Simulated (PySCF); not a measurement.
Stepwise substitution at one centre (B Cl-Br). Gas-phase values, no solvent. Strings in code marks are SMILES.

Level of theory: PBE-D3(BJ)/def2-TZVP // PBE0-D4/def2-TZVP in PySCF. Excitations are Tamm–Dancoff values on a coarser integration grid. The basis has no diffuse functions, so Rydberg states are missing or too high.

```
species                                   S1 oscillator strength  brightest of the four lowest singlets (TDA) (eV)  LUMO (eV)  HOMO (eV)
----------------------------------------  ----------------------  ------------------------------------------------  ---------  ---------
0 of 3 Cl replaced by Br (`ClB(Cl)Cl`)                     0.000                                              6.71        [?]      -7.65
1 of 3 Cl replaced by Br (`B(Br)(Cl)Cl`)                   0.000                                              5.94      -2.72      -7.31
2 of 3 Cl replaced by Br (`ClB(Br)Br`)                     0.000                                              5.66      -2.82        [?]
3 of 3 Cl replaced by Br (`BrB(Br)Br`)                       [?]                                              5.59      -2.92        [?]
```

### Question
Complete the blanks.

### Answer

- 0 of 3 Cl replaced by Br (`ClB(Cl)Cl`), LUMO (eV): -2.61
- 2 of 3 Cl replaced by Br (`ClB(Br)Br`), HOMO (eV): -7.13
- 3 of 3 Cl replaced by Br (`BrB(Br)Br`), S1 oscillator strength: 0.000
- 3 of 3 Cl replaced by Br (`BrB(Br)Br`), HOMO (eV): -7.01
